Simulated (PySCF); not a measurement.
Compound: C₄H₁₀FO (charge +1).
Atom-mapped SMILES: `[CH3:1][O+:2]([CH3:3])[CH2:4][CH2:5][F:6]` (hydrogens: H7, H8, H9 on C1; H10, H11, H12 on C3; H13, H14 on C4; H15, H16 on C5)

Computed, not measured: PBE0-D3(BJ)/def2-SVP geometry optimisation, gas phase (PySCF).

**Question.** List the bond lengths, angles and torsions at this level.

**Answer.** 
| bond | length (Å) |
| --- | --- |
| C1–O2 | 1.468 |
| O2–C3 | 1.459 |
| O2–C4 | 1.481 |
| C4–C5 | 1.502 |
| C5–F6 | 1.365 |
| C1–H7 and 5 like bonds | 1.096 |
| C4–H13, C4–H14 | 1.099 |
| C5–H15, C5–H16 | 1.103 |

Bonds in one row agree within 0.01 Å and their mean is given. A selection of angles:
| angle | degrees |
| --- | --- |
| O2–C1–H7 | 106.3 |
| O2–C1–H8 | 108.6 |
| H7–C1–H8 | 111.9 |
| C1–O2–C3 | 114.4 |
| C1–O2–C4 | 115.9 |
| O2–C3–H10 | 107.0 |
| H10–C3–H11 | 110.3 |
| O2–C4–C5 | 111.2 |
| O2–C4–H13 | 105.0 |
| O2–C4–H14 | 107.2 |
| C5–C4–H13 | 110.3 |
| C5–C4–H14 | 112.7 |
| H13–C4–H14 | 110.1 |
| C4–C5–F6 | 111.1 |
| C4–C5–H15 | 110.9 |
| C4–C5–H16 | 107.2 |
| F6–C5–H15 | 109.6 |
| H15–C5–H16 | 108.6 |

Dihedral angles: C1–O2–C4–C5 75° (synclinal); O2–C4–C5–F6 -71° (synclinal). The mirror-image conformer, all signs reversed, is as good.

O2 (oxonium oxygen) is pyramidal (angles 115.9°, 115.5° and 114.4°, sum 345.8°, 0.32 Å off the plane of its three neighbours). Of the pairs four or more bonds apart, F6···H9 is among the closest relative to their van der Waals radii: 2.12 Å, 80 % of the sum of Bondi's values. The C–O distances run from 1.459 Å (O2–C3, drawn single) to 1.481 Å (O2–C4, drawn single), a spread of 0.022 Å.

Point group: C1 (no symmetry element, even within 0.4 Å). Whether it is a minimum is left open (no frequencies).
